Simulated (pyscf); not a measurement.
Structures and frequencies: ωB97X-D3(BJ)/def2-SVP in PySCF.

### Question
For the elementary gas-phase step `[NH]=[SiH][F]` + `[H][H]` → `[NH2][SiH2][F]` (singlet surface; H–H broken, H–N, H–Si formed), what barrier and reaction energy does ωB97M-D3(BJ)/def2-TZVP give, measured from the separated reactants?

### Answer
ΔE‡ = 20.1 kcal/mol, ΔE = -60.0 kcal/mol. Zero-point energy shifts the barrier by +2.9 kcal/mol. It is an addition across a multiple bond or ene-type step, with an imaginary mode of 1161i cm⁻¹. At the saddle there is also a short H–Si contact that neither side keeps. HN=SiH–F lies 25.8 kcal/mol over its isomer H₂N–Si:–F [singlet] (electronic energy, ωB97M-D3(BJ)/def2-TZVP). This is the saddle that the search found; another between the same sides may lie lower.
